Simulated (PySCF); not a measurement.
Dipole moment and polarisability of `O=CN/C=C\F`

Compound: C3H4FNO.
Cartesian coordinates in Å at the GFN2-xTB level; atoms count from 1:
```xyz
10
C3H4FNO angstrom
O     -1.7038    0.7854   -1.6016
C     -1.7335    0.3043   -0.5007
N     -0.6410   -0.0646    0.2191
C      0.6520    0.0803   -0.2559
C      1.7349   -0.2717    0.4223
F      1.6426   -0.8103    1.6593
H     -2.6697    0.1080    0.0514
H     -0.7476   -0.4642    1.1413
H      0.7240    0.5104   -1.2418
H      2.7509   -0.1730    0.0840
```

Level: CAM-B3LYP/def2-SVPD (PySCF), static field, nuclei fixed, core orbitals frozen in the response. The polarisability tensor in these axes (au):

```
x   69.72 -6.69 11.06
y   -6.69 36.66 -8.60
z   11.06 -8.60 50.91
```

Task: What are the eigenvalues, a third of the trace, and Δα (Δα² = ½Σ(αi − αj)² over the three pairs)?

Result: Principal values 32.56, 47.55 and 77.19 au; mean 52.43 au = 7.77 Å³ = 8.65 × 10⁻⁴⁰ C²·m²/J; Δα = 39.34 au (75 % of the mean).

Task: What is the dipole moment, and where does it point?

Result: (0.57, -0.86, 1.91) D, 2.17 D in size, pointing from the negative to the positive side. Measured along this direction, the outermost atoms are O1 at the negative end and F6 at the positive end.

Task: Directions of the eigenvectors, and the extent of the frame along each?

Result: Largest value along (0.87, -0.24, 0.44), where the nuclei span 4.83 Å; middle along (-0.50, -0.33, 0.80), 2.97 Å; least along (0.05, 0.91, 0.40), 0.00 Å. The response follows the extents in order.

Task: How large is μ²/3kT at 273 K beside α?

Result: In Gaussian units μ²/3kT = 41.58 Å³ against 7.77 Å³, a ratio of 5.35; the Debye molar polarisation (4π/3)N_A(α + μ²/3kT) is 124.5 cm³/mol, leaving out the vibrational part.

Task: Rayleigh depolarisation ratio (linearly polarised light, static tensor)?

Result: ρ = 3Δα²/(45ᾱ² + 4Δα²) = 4642.2/(123715 + 6189.7) = 0.0357.

The structure is a single GFN2-xTB conformer in the gas phase; no vibrational or solvent corrections.
